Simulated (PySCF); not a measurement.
Ionisation energy of P by level of theory

P [Ne] 3s2 3p3 (4S) → P⁺ [Ne] 3s2 3p2 (3P), as a difference of total energies. Computed with PySCF 2.14 in 6-31G* (4s3p1d, 18 functions), with no relativity, point nucleus. Correlated levels: valence: [Ne] frozen. The calculations carry no spin-orbit coupling.

Problem. Order these methods by the ionisation energy they give, lowest first.
A. MN15
B. UHF
C. SCS-MP2 (valence)
D. CCSD (valence)

Solution. B (9.941 eV), C (10.070 eV), D (10.098 eV), A (10.438 eV).

Errors of the correlated levels include the incompleteness of this basis and the frozen core.

For comparison: 10.526 eV (measured; NIST levels, between the centres of gravity of the two terms).
